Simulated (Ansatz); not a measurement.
# SiHF₂+ (singlet): from Hartree-Fock to the top rungs, cc-pVDZ

An exercise on one series of results from a longer session: the logs are not shown, and one member is left open.

Method: cc-pVDZ, core rule «outside noble gas», up to 7 orbitals frozen; program: Ansatz 0.2.0, Gaussian basis.

The runs, in order: UHF; CCSD(T) on RHF; BCCD(T) on RHF; CISD; CCSDT(Q) on RHF.

9 further runs of the same task are left out: 5 for a known fault of the program, 4 set aside as unsound or not needed.

### The system

The geometry is a PBE0/def2-TZVP stationary point (not a proven minimum) of the parent state, kept for this charge and spin.

4 atoms, charge 1, spin multiplicity 1.

Atoms are counted from 1 here; the program's logs count them from 0.

Bond lengths: Si1–F2 1.592 Å, Si1–F3 1.592 Å, Si1–H4 1.493 Å. Angles: F2–Si1–F3 107.3°, F2–Si1–H4 107.6°, F3–Si1–H4 107.6°.

Set-up of the first run:

Input file in.yaml:

```yaml
crystal:
  periodic: [false, false, false]
  atoms:
    - {symbol: Si, position_ang: [-0.130217, -0.507043, 0.000000]}
    - {symbol: F, position_ang: [0.070738, 0.415258, -1.281724]}
    - {symbol: F, position_ang: [0.070738, 0.415259, 1.281724]}
    - {symbol: H, position_ang: [0.961743, -1.525831, 0.000001]}
basis:
  gaussian: {orbitals: cc-pVDZ}
total_charge: 1
magnetization: {spin_polarized: true, initial_magnetization: 0}
hamiltonian: {xc: hf}
output: {orbitals: {seedname: orbitals}}
```

Command:

```bash
$ ansatz run in.yaml --threads 1 --pin off --events-out ev --progress --plain --max-ram 4096MiB --backend cpu
```

Steps of the session up to this table: UHF; CCSD(T) on RHF; BCCD(T) on RHF; CISD; CCSDT(Q) on RHF.

One of the session's tables, all rows but one given; the rest of the session is left out.

| method | from RCCSDT(Q) (kJ/mol) |
| --- | --- |
| RHF | +1279.7 |
| RMP2 | +57.6 |
| CISD | +146.8 |
| RCCSD | +32.2 |
| RCCSD(T) | +5.3 |
| BCCD(T) | +4.4 |
| RCCSDT | ? |
| RCCSDT(Q) | 0 |

Estimate the missing values for RCCSDT.

As computed: from RCCSDT(Q) (kJ/mol): +3.3. In the column «from RCCSDT(Q) (kJ/mol)» it lies between RCCSDT(Q) (0) and BCCD(T) (+4.4).
